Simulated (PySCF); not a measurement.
Gas-phase XPS of `CC(C)[S@](C)=O`, computed

C₄H₁₀OS.
SMILES with atom numbers: `[CH3:1][CH:2]([CH3:3])[S@:4]([CH3:5])=[O:6]`

Method: delta-SCF UKS SCAN, pcX-2 on the ionised atom, pcseg-1 elsewhere, spin-free X2C (PySCF 2.14.0). Binding energies are ΔSCF values: E(core-ionised, relaxed orbitals) − E(ground state) at a fixed geometry, referred to the vacuum level.

Problem. Give the core binding energies atom by atom.

Solution. 
```json
{"atom(s)": "C3", "bonded to": "C and 3 H", "level": "C 1s", "binding energy (eV)": "290.72", "above the level's lowest (eV)": "0.00", "count": "1"}
{"atom(s)": "C2", "bonded to": "S, 2 C and H", "level": "C 1s", "binding energy (eV)": "291.05", "above the level's lowest (eV)": "+0.33", "count": "1"}
{"atom(s)": "C1", "bonded to": "C and 3 H", "level": "C 1s", "binding energy (eV)": "291.10", "above the level's lowest (eV)": "+0.38", "count": "1"}
{"atom(s)": "C5", "bonded to": "S and 3 H", "level": "C 1s", "binding energy (eV)": "291.12", "above the level's lowest (eV)": "+0.40", "count": "1"}
{"atom(s)": "O6", "bonded to": "S (double bond)", "level": "O 1s", "binding energy (eV)": "536.14", "above the level's lowest (eV)": "0.00", "count": "1"}
{"atom(s)": "S4", "bonded to": "O (double bond) and 2 C", "level": "S 1s", "binding energy (eV)": "2479.57", "above the level's lowest (eV)": "0.00", "count": "1"}
```

The listed C 1s values span 0.40 eV, from C3 (bonded to C and 3 H) to C5 (bonded to S and 3 H). The widest gap between neighbouring values is 0.33 eV, between 290.72 and 291.05 eV. Summing the Pauling electronegativity differences to the bonded atoms, each weighted by its formal bond order, gives -1.05 for the lowest site and -1.02 for the highest; the largest sum, -0.32, belongs to C2, 0.07 eV below the top. The values 291.10 and 291.12 eV lie too close for their order to be trusted.

Problem. Give the binding energy of C 1s of C3 in hartree and in kJ/mol.

Solution. 290.72 eV = 10.6838 Eh = 28050 kJ/mol.

Not every level is listed. Geometry: PBE0-D3(BJ)/def2-SVP, one conformer, isolated molecule.

Conformer computed: `[CH3:1][CH:2]([CH3:3])[S@:4]([CH3:5])=[O:6]`: C1–C2–S4–C5 -75°.
